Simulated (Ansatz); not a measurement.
A run of Ansatz (development build ahead of 0.2.0) on doublet PH₂ at this shape:

```yaml
atoms:
  - { symbol: P, position_ang: [0.0000, 0.0000, -0.1157] }
  - { symbol: H, position_ang: [1.0201, 0.0000, 0.8674] }
  - { symbol: H, position_ang: [-1.0201, 0.0000, 0.8674] }
```

Its results:

```json
{
 "Converged": "yes",
 "Total energy": "-342.38648 hartree",
 "Spin squared of the determinant": "0.756",
 "Stability test": "minimum"
}
```

(1) Which input gives this output? Name the method, the orbitals and the basis set, and write the input.

## Answers

(1) PBE0 (unrestricted) in pcseg-2.

```yaml
crystal:
  periodic: [false, false, false]
  atoms:
    - { symbol: P, position_ang: [0.0, 0.0, -0.1157] }
    - { symbol: H, position_ang: [1.0201, 0.0, 0.8674] }
    - { symbol: H, position_ang: [-1.0201, 0.0, 0.8674] }
basis:
  gaussian: { orbitals: pcseg-2 }
magnetization:
  spin_polarized: true
  initial_magnetization: 1
hamiltonian:
  xc: pbe0
```
